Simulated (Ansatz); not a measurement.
# AlMgH (singlet): r2SCAN0, BHLYP, wB97M-V over a scan of the angle Mg2–Al1–H3, 6-31G

How well do these functionals follow the top wave-function level for AlMgH (singlet) over a scan of the angle Mg2–Al1–H3?

Computed with Ansatz 0.2.0, Gaussian basis. Level: 6-31G, all electrons in the functionals.

The runs, in order: r2SCAN0, BHLYP, wB97M-V, at 64.9°; 66.7°; 85.5°; 104.9°; 122.2°; 138.5°; 160.0°; 180.0°.

12 further runs of the same task are left out: 5 that didn't finish, 7 set aside as unsound or not needed.

## (1) The system

The geometry derives from a PBE0/def2-TZVP stationary point (not a proven minimum). One angle is set to the value named; bond lengths are kept.

3 atoms, charge 0, spin multiplicity 1.

Atoms are counted from 1 here; the program's logs count them from 0.

Bond lengths: Al1–H3 1.697 Å.

No dispersion term is added; wB97M-V holds VV10 nonlocal correlation.

The geometry shown and the zero of energy belong to the point 64.9°. The yardstick, FCI, and other wave-function levels (R restricted, U unrestricted, valence and pair active spaces) come from earlier runs.

## (2) r2SCAN0, 64.9°

in.yaml reads:

```yaml
crystal:
  periodic: [false, false, false]
  atoms:
    - {symbol: Al, position_ang: [0.000000, -0.056293, 1.357502]}
    - {symbol: Mg, position_ang: [0.000000, 0.000499, -1.534727]}
    - {symbol: H, position_ang: [0.000000, 1.494872, 0.668724]}
basis:
  gaussian: {orbitals: 6-31G}
magnetization: {spin_polarized: true, initial_magnetization: 0}
hamiltonian: {xc: {name: r2SCAN0}}
```

Launch:

```sh
$ ansatz run in.yaml --threads 1 --pin off --events-out ev --progress --plain --max-ram 2393MiB
```

After this run come: r2SCAN0, 66.7°; r2SCAN0, 85.5°; r2SCAN0, 104.9°; r2SCAN0, 122.2°; r2SCAN0, 138.5°; r2SCAN0, 160.0°; r2SCAN0, 180.0°; BHLYP, 64.9°; BHLYP, 66.7°; BHLYP, 85.5°; BHLYP, 104.9°; BHLYP, 122.2°; BHLYP, 138.5°; BHLYP, 160.0°; BHLYP, 180.0°; wB97M-V, 64.9°; wB97M-V, 66.7°; wB97M-V, 85.5°; wB97M-V, 104.9°; wB97M-V, 122.2°; wB97M-V, 138.5°; wB97M-V, 160.0°; wB97M-V, 180.0°.

Q: Predict the results of all the runs planned. Wanted: span of the FCI curve; largest miss, r2SCAN0; largest miss, BHLYP; largest miss, wB97M-V.

The runs gave:

```
             quantity                 value
span of the FCI curve           55.5 kJ/mol
largest miss, r2SCAN0  -8.1 kJ/mol (160.0°)
  largest miss, BHLYP  +1.5 kJ/mol (138.5°)
largest miss, wB97M-V  +9.1 kJ/mol (138.5°)
```

In words: Of the functionals, BHLYP keep the smallest largest miss at the points compared (at most 1.5 kJ/mol) and wB97M-V strays most (9.1 kJ/mol, at 138.5°). r2SCAN0, BHLYP clearly break the spin symmetry at some points (⟨S²⟩ up to 0.70 above the pure value), so energy there is bought with a mixed spin. Functionals and the yardstick converge differently with the basis, so part of each miss in 6-31G is the basis.
